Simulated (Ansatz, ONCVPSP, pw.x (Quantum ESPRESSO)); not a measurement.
# From atom to crystal: ONCV potential for Cr

Cr, optimised norm-conserving Vanderbilt (ONCV), made with ONCVPSP 4.0.1.1 (patched build) (PBEsol, scalar-relativistic). Core [Ne], reference 3s2 3p6 3d5 4s1. Waves: 3s+4s: rc 1.25 bohr, ncon 4, nbas 7, qcut 9 1/bohr, 3 projectors, debl 0.5 Ha; 3p: rc 1.05 bohr, ncon 4, nbas 8, qcut 8.2 1/bohr, 2 projectors, debl 3.9 Ha; 3d: rc 2.05 bohr, ncon 4, nbas 9, qcut 7.1 1/bohr, 2 projectors, debl 3 Ha. Local part: polynomial inside 0.90 bohr (lpopt 5, dvloc0 3 Ha). Core correction: none.

Atomic tests: cutoffs needed: 32 Ha and 57 Ha (the cutoffs (Ha) at which the residual kinetic energy of the hardest occupied pseudo-wave falls to 1 and 0.1 mHa per electron); ghost test: ghosts flagged at negative energy: s at -61201.7 eV; GHOST(+) flags only above 600 eV; a true bound ghost makes a file unfit for plane-wave use; configuration tests: 1 of 4 tests not solved or not reliable.

Crystal test: sc Cr in pw.x 7.5, no spin, 14³ k-points, Fermi–Dirac smearing 0.01 Ry, cutoffs 135/540 Ry. The reference is all-electron LAPW (Ansatz 0.2.0) with the same functional, mesh and smearing; V0 and B0 come from Birch–Murnaghan fits to the pressures at five volumes. Errors are pseudo minus all-electron; Δ is the rms difference of the E(V) curves that follow from these fits, minima aligned, over ±6 % about the mean V0. Mesh and smearing are coarse, so the numbers serve the comparison and aren't converged zero-temperature values; the lattice is a test structure that the element need not adopt. Spin polarisation and strong correlation are left out, which matters for this element.

```csv
V (Å³/atom),P all-electron (GPa),P pseudo (GPa)
11.797,9.31,-86288.49
12.108,3.31,-84118.33
12.418,-1.96,-82061.72
12.728,-6.60,-80028.58
13.039,-10.67,-78144.39
```

All-electron: a0 = 2.308 Å (V0 = 12.30 Å³/atom), B0 = 205.7 GPa.

Pseudopotential: converged, but broken (pressure over 100 GPa off). The pressure does not cross zero within the volumes sampled, so no fit is given. The pseudo pressure rises with volume over the whole range, a mechanical instability. Note: ghosts flagged at negative energy: s at -61201.7 eV; GHOST(+) flags only above 600 eV. A true bound ghost makes a file unfit for plane-wave use. Atomic configuration tests: 1 of 4 tests not solved or not reliable. A pressure error of this size marks a broken potential; the numbers have no physical meaning.

Problem. At the middle volume, how do free energy and pressure move when the wave cutoff is lowered (ecutrho kept at four times it)?

Solution.

| cutoff (Ry) | shift of F (meV/atom) | shift of P (GPa) |
| --- | --- | --- |
| 61 | +19966636.3 | -289820.94 |
| 81 | +7583146.8 | -254975.70 |
| 108 | +619766.9 | +21665.81 |

The run at the middle volume (120 k-points, 10 iterations) took about 92 s on one core of a shared host (Neoverse-N1, 64 threads, 124 GiB, load 53).
